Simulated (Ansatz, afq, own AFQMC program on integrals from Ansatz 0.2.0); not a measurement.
## NH₄⁺, singlet in 6-31G, levels against full CI

```xyz
5

N     0.0199   -0.0199    0.0200
H     0.6102    0.5724    0.6102
H    -0.5731   -0.6081    0.6117
H    -0.9244    0.9254   -0.9327
H     0.6114   -0.6135   -0.5676
```

Basis 6-31G. Noble-gas cores (and the filled d shells of Ga–Kr and In–Xe) are frozen. Ansatz 0.2.0 and our own AFQMC program on the same integrals; the CISD trial comes from CCSD amplitudes, and released means the phaseless constraint is let go. Error bars are statistical, one sigma.

Determinant: UHF, the one that the program's search chose, which needn't be the lowest solution. The geometry is a point of a scan.

Full CI on the same integrals is exact in this basis and with this determinant's frozen core.

Cautions: the determinant is a saddle point among determinants of its kind.

```
T1 diagnostic                               : 0.0178
weight of the determinant in the CISD state : 0.919
⟨S²⟩ of the determinant                     : 0.000
size of the correlated space                : 8 electrons in 16 orbitals
```

Reference: full CI, correlation energy -4.243 eV. The released energy is read at 2.40 1/Eh (meV from the phaseless value at times in 1/Eh: 6 ± 3 at 0.24, 0.2 ± 1.9 at 0.51, 3.7 ± 1.6 at 0.99, -1.1 ± 1.5 at 1.62, 0 ± 3 at 2.40).

| level | E − E(reference) (kcal/mol) | share of correlation (%) |
| --- | --- | --- |
| HF | 97.84 | 0.00 |
| MP2 | 13.69 | 86.00 |
| CCSD | 1.90 | 98.06 |
| CCSD(T) | 0.36 | 99.63 |
| CCSDT | 0.28 | 99.71 |
| CCSDT(Q) | -0.01 | 100.01 |
| CCSDTQ | 0.02 | 99.98 |
| ph-AFQMC/CISD | -0.02 ± 0.11 | 100.02 |
| released AFQMC | -0.02 ± 0.06 | 100.02 |

CCSDT and higher add their correlation energy to the determinant of the CCSD(T) run, since their own runs factorise the integrals more tightly (a shift of under 2 meV). A walk keeps the symmetry of its determinant, which the program's search chose and which needn't be the lowest solution, so a lower state of the same spin and another symmetry isn't excluded. Released energies are given only where the last usable release times agree within the noise; a slower fall can still hide under it.
